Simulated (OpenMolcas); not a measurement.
**P4 (SMILES P12P3P1P23) at B3LYP/ANO-R2 (DKH3, RICD fitting)**

What is the vertical ionisation energy of P4 at B3LYP/ANO-R2 (DKH3, RICD fitting)? 

The results are computed with OpenMolcas 26.06.

## (1) The molecule

P4: 4 atoms, total charge 0, spin state singlet. SMILES: `P12P3P1P23`. The coordinates come from a PBE0-D4/def2-TZVP relaxation.

Bond lengths: P1–P2 2.184 Å, P1–P3 2.184 Å, P2–P3 2.184 Å, P1–P4 2.184 Å, P2–P4 2.184 Å, P3–P4 2.184 Å. Some angles: P1–P2–P3 60.0°, P1–P2–P4 60.0°, P3–P2–P4 60.0°, P2–P1–P3 60.0°, P2–P1–P4 60.0°, P3–P1–P4 60.0°, P1–P3–P2 60.0°, P1–P3–P4 60.0°, P2–P3–P4 60.0°, P1–P4–P2 60.0°.

## (2) Energy and gradient at B3LYP/ANO-R2 (DKH3, RICD fitting)

Contents of job.input:

```
* P4 Kohn-Sham DFT
>>> EXPORT MOLCAS_PRINT=2
&GATEWAY
Coord
4
bohr
P     -1.36967350    -0.18897261     2.11535942
P      2.44700636     0.20749193     0.59658654
P     -0.34959933    -2.06301401    -1.41691665
P     -0.72773353     2.04449469    -1.29484034
Basis=ANO-R2
Group=NoSym
RICD
&SEWARD
Relativistic=R03O02
Expert
&SCF
KSDFT=B3LYP
PrOrbitals=0
&ALASKA
```

On the command line:

```console
$ export MOLCAS_MEM=1860
$ pymolcas job.input > job.log
```

The program printed:

```text
--- Start Module: gateway ---
[...]
--- Stop Module: gateway /rc=_RC_ALL_IS_WELL_ ---
[...]
 ###    WARNING:  EXPERT option is ON!                                       ###
 ###############################################################################
               SEWARD will generate:
[...]
      Basis functions          156
[...]
--- Start Module: scf ---
[...]
       Convergence after  10 Iterations
[...]
::    Total KS-DFT energy                           -1368.8835400658
[...]
      Total spin, S                                     0.0000000000
[...]
      Total electronic charge=   60.000000
      Total            charge=   -0.000000
[...]
      Dipole Moment (debye):
      Origin of the operator (angstrom)=   -0.0000    0.0000    0.0000
                   X= -3.5456E-05               Y= -2.4681E-05               Z= -2.1520E-05           Total=  4.8264E-05
      Quadrupole Moment (debye*angstrom):
[...]
--- Stop Module: scf /rc=_RC_ALL_IS_WELL_ ---
[...]
--- Start Module: alaska ---
[...]
 *              Molecular gradients               *
 **************************************************
  Irreducible representation: a
 ------------------------------------------------------------------------------------------
                              X                       Y                       Z
 ------------------------------------------------------------------------------------------
  P1                5.41633190561797E-03    7.36744353061702E-04   -8.37058181257788E-03
  P2               -9.65473587897492E-03   -8.23336488821713E-04   -2.35304229137157E-03
  P3                1.37644614876109E-03    8.15516745432276E-03    5.61076167240770E-03
  P4                2.86195782467580E-03   -8.06857531850724E-03    5.11286243155951E-03
 ------------------------------------------------------------------------------------------
--- Stop Module: alaska /rc=_RC_ALL_IS_WELL_ ---
[...]
```

It took 66 s on 1 thread of Arm Neoverse V1, shared host; peak memory 0.51 GiB.

## (3) The doublet cation, same level

Contents of job.input:

```
&GATEWAY
Coord
4
bohr
P     -1.36967350    -0.18897261     2.11535942
P      2.44700636     0.20749193     0.59658654
P     -0.34959933    -2.06301401    -1.41691665
P     -0.72773353     2.04449469    -1.29484034
Basis
ANO-R2
Group
NoSym
RICD
&SEWARD
Relativistic
R03O02
Expert
&SCF
UHF
Charge
1
Spin
2
KSDFT
B3LYP
PrOrbitals
0
&ALASKA
```

On the command line:

```console
$ export MOLCAS_MEM=1860
$ pymolcas job.input > job.log
```

The program printed:

```text
--- Start Module: gateway ---
[...]
--- Stop Module: gateway /rc=_RC_ALL_IS_WELL_ ---
[...]
 ###    WARNING:  EXPERT option is ON!                                       ###
 ###############################################################################
               SEWARD will generate:
[...]
      Basis functions          156
[...]
--- Start Module: scf ---
[...]
       Convergence after  37 Iterations
[...]
::    Total KS-DFT energy                           -1368.5345894846
[...]
      Total spin, S                                     0.5025112928
[...]
      Total electronic charge=   59.000000
      Total            charge=    1.000000
[...]
      Dipole Moment (debye):
      Origin of the operator (angstrom)=   -0.0000    0.0000    0.0000
                   X=  1.0564E-04               Y=  5.6899E-05               Z= -3.2850E-06           Total=  1.2003E-04
      Center of Charge (angstrom)
[...]
--- Stop Module: scf /rc=_RC_ALL_IS_WELL_ ---
[...]
--- Start Module: alaska ---
[...]
 *              Molecular gradients               *
 **************************************************
  Irreducible representation: a
 ------------------------------------------------------------------------------------------
                              X                       Y                       Z
 ------------------------------------------------------------------------------------------
  P1                2.53363475569657E-03   -3.00880953529505E-02   -3.33811455311412E-02
  P2               -2.48677205971362E-02    2.96892406610123E-02   -2.28885631216649E-02
  P3               -1.87195680299492E-02    8.87779837585612E-03    3.99575091202529E-02
  P4                4.10536538712005E-02   -8.47894368403246E-03    1.63121995324111E-02
 ------------------------------------------------------------------------------------------
--- Stop Module: alaska /rc=_RC_ALL_IS_WELL_ ---
[...]
```

Run time: 2.7 min. Hardware: 1 thread of Arm Neoverse V1, shared host; peak memory 0.51 GiB.

## (4) Outcome

At B3LYP/ANO-R2 (DKH3, RICD fitting):

| quantity | value |
| --- | --- |
| singlet P4: total energy | -1368.88354 Eh |
| singlet P4: dipole moment | 0.00 D |
| singlet P4: HOMO energy | -7.29 eV |
| singlet P4: LUMO energy | -0.76 eV |
| singlet P4: HOMO–LUMO gap | 6.53 eV |
| singlet P4: largest force on an atom | 0.514 eV/Å |
| doublet cation: total energy | -1368.53459 Eh |
| doublet cation: HOMO energy (highest over α and β) | -13.19 eV |
| doublet cation: LUMO energy (lowest over α and β) | -11.71 eV |
| doublet cation: ⟨S²⟩ | 0.755 |
| doublet cation: largest force on an atom | 2.315 eV/Å |
| vertical ionisation energy (to the doublet cation) | 9.495 eV |

What this shows: Removing an electron at fixed nuclei costs 9.50 eV (916 kJ/mol). The largest force (singlet P4) is 0.51 eV/Å: the shape isn't a stationary point for this species at this level. −ε(HOMO) before ionisation, 7.29 eV, is 2.20 eV below this ionisation energy.
